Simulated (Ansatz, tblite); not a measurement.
Removing an electron: the cluster Li₂S⁻. Charge -1, multiplicity 2. Geometry: r2SCAN-D4/def2-TZVPD. Ansatz, gas phase; energy differences of separate SCF runs; the oxidised species is a singlet (the triplet lies 1.79 eV higher at PBE0-D4/def2-TZVPD).

Cartesian coordinates in Å:
```
Li -0.450 -1.453 0.146
Li -0.503 1.405 0.331
S 0.954 0.049 -0.477
```

The xTB rows come from tblite. Correlated methods freeze 5 core orbitals; core or outer-core shells of Li are correlated, in sets that lack core-valence functions. The structure comes from a short search, and lower isomers may exist.

```
              level  −HOMO (eV)  vertical IE (eV)  −LUMO (eV)  HOMO–LUMO gap (eV)                       remarks
           GFN1-xTB           –              5.22           –                   –                             –
  PBE-D4/def2-TZVPD       -0.81              0.77       -1.29                0.48  HOMO above zero (-1 doublet)
 PBE0-D4/def2-TZVPD       -0.40              0.74       -1.63                1.22  HOMO above zero (-1 doublet)
   CCSD/def2-TZVPPD           –              0.56           –                   –                             –
CCSD(T)/def2-TZVPPD           –              0.58           –                   –                             –
```

(1) Estimate the rows for GFN2-xTB, HF/def2-TZVPPD, r2SCAN-D4/def2-TZVPD, MP2/def2-TZVPPD.

## Answers

(1) 
```json
{"level": "GFN2-xTB", "−HOMO (eV)": "–", "vertical IE (eV)": "3.51", "−LUMO (eV)": "–", "HOMO–LUMO gap (eV)": "–", "remarks": "–"}
{"level": "HF/def2-TZVPPD", "−HOMO (eV)": "–", "vertical IE (eV)": "0.45", "−LUMO (eV)": "–", "HOMO–LUMO gap (eV)": "–", "remarks": "–"}
{"level": "r2SCAN-D4/def2-TZVPD", "−HOMO (eV)": "-0.79", "vertical IE (eV)": "0.71", "−LUMO (eV)": "-1.36", "HOMO–LUMO gap (eV)": "0.57", "remarks": "HOMO above zero (-1 doublet)"}
{"level": "MP2/def2-TZVPPD", "−HOMO (eV)": "–", "vertical IE (eV)": "0.54", "−LUMO (eV)": "–", "HOMO–LUMO gap (eV)": "–", "remarks": "–"}
```

  A HOMO above zero means that the electron is unbound at that level or that self-interaction error raises the level; the energy of removing that electron tells which. HOMO and LUMO are the levels of the spin that leaves or enters (xTB has no such levels and no spin-polarisation term). Other spin states of the ions may lie lower, which would lower the ionisation energy or raise the affinity. Raw xTB energy differences between charge states are shifted by several eV; the methods need an empirical correction for them.
